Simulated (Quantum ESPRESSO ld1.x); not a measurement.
# Li²⁺ in 1s0.75 2s0.25: an all-electron calculation

What are the levels of the lithium ion Li2+, how large are its shells, and how does its energy divide?

The numbers are computed with Quantum ESPRESSO ld1.x 7.5 (non-relativistic Kohn-Sham, LDA (Slater exchange, Perdew-Zunger correlation), spin-polarised, spherical densities, point nucleus; open shells are filled with parallel spins first), except any that are marked as measured or tabulated.

## 1. What is computed

- element: lithium (Z = 3)
- charge: +2
- electrons: 1
- configuration: 1s0.75 2s0.25

## 2. The calculation

ld1.in reads:

```fortran
 &input
    atom='Li',
    iswitch=1,
    rel=0,
    lsd=1,
    dft='PZ',
    config='1s0.75 2s0.25 2p0 3s0',
    verbosity='high',
    prefix='ld1',
    max_out_wfc=37,
    file_charge='ld1.rho',
 /
```

Run with:

```
$ OMP_NUM_THREADS=1 ld1.x < ld1.in > ld1.out
```

Q: Predict the outcome of this run.

The runs gave:

```
                        quantity                   value
                    total energy         -3.6275 hartree
exchange-correlation share of it                 17.14 %
                            −T/E                  0.9950
          highest occupied level       2s up, -22.003 eV
    most extended occupied level  2s up, <r> = 2.19 bohr
 radius at density 0.001 e/bohr³               2.64 bohr
    maxima of the radial density                       2
```

The radial density shows 2 maxima for 2 occupied principal shells. The ratio −T/E is 0.9950; for a non-relativistic Coulomb system it is 1 up to the kinetic part of correlation. This is not the tabulated ground configuration, so its levels and sizes aren't those of the ground state, and no measured value stands beside it.
